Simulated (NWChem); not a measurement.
**CF (SMILES [C]F): UHF/cc-pVTZ**

What is the vertical doublet–quartet gap of CF at UHF/cc-pVTZ? 

Program for the calculation: NWChem 7.3.0.

2 further runs of the same task are left out: 2 set aside as unsound or not needed.

## Step 1: The system as given

The species is CF (2 atoms), meant as a doublet with charge 0. SMILES: `[C]F`. The coordinates come from a PBE0-D4/def2-TZVP relaxation.

Bond lengths: C1–F2 1.268 Å.

## Step 2: Energy and gradient at UHF/cc-pVTZ

Input file struct.nw:

```
start struct
memory total 2200 mb
charge 0

geometry units atomic noautosym nocenter noautoz
   C   0.00000000  0.00000000  0.00582036
   F   0.00000000  0.00000000  2.40244662
end

basis "ao basis" spherical bse
   * library cc-pVTZ
end

scf
   doublet
   uhf
   thresh 1e-08
   maxiter 80
end

task scf gradient
```

The run is started by

```
$ nwchem struct.nw > struct.out
```

Standard output:

```text
[...]
  functions       =    60
[...]
  wavefunction    = UHF
[...]
         Total SCF energy =   -137.225043202498
      One electron energy =   -234.161011711466
      Two electron energy =     74.404295172467
 Nuclear repulsion energy =     22.531673336501
                       Sz =      0.5000
                 Sz(Sz+1) =      0.7500
                      S^2 =      0.7619
[...]
                         UHF ENERGY GRADIENTS
    atom               coordinates                        gradient
                 x          y          z           x          y          z
   1 C       0.000000   0.000000   0.005820    0.000000   0.000000  -0.014182
   2 F       0.000000   0.000000   2.402447   -0.000000  -0.000000   0.014182
[...]
```

Run time: 18 s. Hardware: 1 thread of Intel Xeon at 2.50GHz (Skylake/Cascade Lake), shared host; peak memory 0.1 GiB.

## Step 3: The quartet: a single-point energy at UHF/cc-pVTZ

Input file work.nw:

```
START work
TITLE "CF"
memory stack 880 mb heap 220 mb global 1100 mb
charge 0

GEOMETRY units angstroms noautosym nocenter noautoz
  C      0.000000     0.000000     0.003080
  F      0.000000     0.000000     1.271320
END

BASIS spherical bse
  C library cc-pVTZ
  F library cc-pVTZ
END

SCF
  nopen 3
  uhf
  thresh 1e-08
  maxiter 80
  print medium
END

TASK scf
```

The run is started by

```
$ nwchem work.nw > work.out
```

Standard output:

```text
[...]
  functions       =    60
[...]
  wavefunction    = UHF
[...]
         Total SCF energy =   -137.140891215520
      One electron energy =   -234.394469045151
      Two electron energy =     74.721902873800
 Nuclear repulsion energy =     22.531674955831
                       Sz =      1.5000
                 Sz(Sz+1) =      3.7500
                      S^2 =      3.7560
[...]
```

Wall time 14 s (1 thread of Intel Xeon at 2.50GHz (Skylake/Cascade Lake), shared host); peak memory 0.098 GiB.

## Step 4: Results

Level: UHF/cc-pVTZ.

| quantity | value |
| --- | --- |
| doublet: total energy | -137.22504 Eh |
| doublet: dipole moment | 0.45 D |
| doublet: HOMO energy (highest over α and β) | -10.78 eV |
| doublet: LUMO energy (lowest over α and β) | 1.98 eV |
| doublet: ⟨S²⟩ | 0.762 |
| doublet: largest force on an atom | 0.729 eV/Å |
| quartet: total energy | -137.14089 Eh |
| quartet: dipole moment | 0.92 D |
| quartet: HOMO energy (highest over α and β) | -11.51 eV |
| quartet: LUMO energy (lowest over α and β) | 0.10 eV |
| quartet: ⟨S²⟩ | 3.756 |
| vertical energy of the quartet above the doublet | 2.290 eV |

At this shape the quartet lies 2.29 eV (53 kcal/mol) above the doublet. The largest force (doublet) is 0.73 eV/Å: the shape isn't a stationary point for this species at this level.
